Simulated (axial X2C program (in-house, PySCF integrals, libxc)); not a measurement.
**SiNC: properties at the nuclei**

Computed with an in-house all-electron X2C program for linear molecules (integrals from PySCF): two-component X2C with atomic mean-field Coulomb and Gaunt terms, Gaussian nuclei, basis Si dyall-v3z, N dyall-av3z, C dyall-v3z with contracted cores.

Si–N–C held linear, with bonds 1.739 and 1.186 Å (near the PBE0 minimum at charge 0 of the determinant lowest at the starting distance; the state shown can have its own minimum elsewhere, held linear; other orders of the atoms were not compared).

Determinant lowest in the PBE0 search, Ω = 1/2 (⟨Sz⟩ = -0.50, ⟨Lz⟩ = 1.00 at PBE0), spin on the atoms Si -0.50, N 0.08, C -0.08:

```tsv
level	Eeff magnitude (GV/cm)	Ws magnitude Si (kHz)	A∥/gI Si (MHz)	qzz Si (a.u.)	A∥/gI N (MHz)	qzz N (a.u.)	A∥/gI C (MHz)	qzz C (a.u.)	μ (D)
PBE0	0.0187	0.0146	537	-0.76	0.939	-0.31	56.7	-0.98	-2.62
HF	0.034	0.0265	471	-0.76	-15.9	-0.35	42.3	-1.12	-2.13
TPSSh	0.0193	0.0149	480	-0.73	-1.13	-0.31	53.8	-0.97	-2.60
```

Determinant 0.02 eV from it at PBE0 and this distance, Ω = 3/2 (⟨Sz⟩ = 0.50, ⟨Lz⟩ = 1.00 at PBE0), spin on the atoms Si 0.50, N -0.08, C 0.08:

```csv
level,Eeff magnitude (GV/cm),Ws magnitude Si (kHz),A∥/gI Si (MHz),qzz Si (a.u.),A∥/gI N (MHz),qzz N (a.u.),A∥/gI C (MHz),qzz C (a.u.),μ (D)
PBE0,0.0201,0.00524,106,-0.77,0.37,-0.31,15.4,-0.98,-2.62
HF,0.0396,0.0103,137,-0.77,-8.88,-0.35,15.6,-1.12,-2.12
TPSSh,0.0204,0.00529,119,-0.74,5.28,-0.31,16.8,-0.97,-2.59
```

Eeff is the effective electric field on the electron electric dipole moment in this Ω state and Ws the scalar–pseudoscalar constant of the nucleus named (defined with the proton number Z and per Ω); A∥ (defined per Ω) follows by multiplying with gI = μI/(I μN); qzz is the electric field gradient, eQq0 = 234.96 MHz × Q/barn × qzz; μ is positive if the C end (last atom) is positive. The operators were transformed with the bare-nucleus X2C matrices; with these basis sets, hyperfine constants and field gradients can be off by tens of per cent, and where levels differ in sign neither size nor sign is settled.

(1) With gI(29Si) = -1.1106, Q(14N) = 0.02044 barn, gI(13C) = 1.4048 (g factors from the IAEA table of nuclear moments by Stone; Q from Pyykkö, Mol. Phys. 2018), turn the PBE0 values of the first state into constants in MHz.

The molecule was held linear; bending was not examined, so a bent shape may lie lower.

Each state is one determinant with collinear spin. Unrestricted Hartree–Fock can overshoot spin polarisation at the nuclei. The search compared states at one distance, so a state with another bond length can lie lower. Where a field gradient or hyperfine factor spreads by more than a factor of two over the levels, a constant derived from it is not to be relied on. PBE0 term energies can be off by some tenths of an eV.

## Answers

(1) A∥(29Si) = 537 × -1.1106 = -596 MHz; eQq0(14N) = 234.96 × (0.02044) × (-0.31) = -1.49 MHz; A∥(13C) = 56.7 × 1.4048 = 79.7 MHz.
